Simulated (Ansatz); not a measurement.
System: acetonitrile, C2H3N (charge 0, singlet). 
Geometry from a B3LYP-D3(BJ)/def2-TZVP (Ansatz, an electronic-structure program) optimisation:
```
C
H 1 1.0902
H 1 1.0902 2 108.78
H 1 1.0902 2 108.78 3 118.36
C 1 1.4544 2 110.15 3 -120.82
N 5 1.1493 3 150.78 1 180.00
```
Charge 0, spin multiplicity 1.

Basis-set convergence of Hartree-Fock and MP2 correlation energies (hartree) with Ansatz. Correlated levels leave the core frozen unless marked. No spin-orbit coupling. No relativistic terms.

```tsv
basis	functions	E(HF)	E(corr, MP2)
cc-pVDZ	-	-131.93819	-0.42151
cc-pVTZ	132	…	…
```

Task: Complete the blanks.

Result: 
- cc-pVTZ, E(HF): -131.97382
- cc-pVTZ, E(corr, MP2): -0.51429
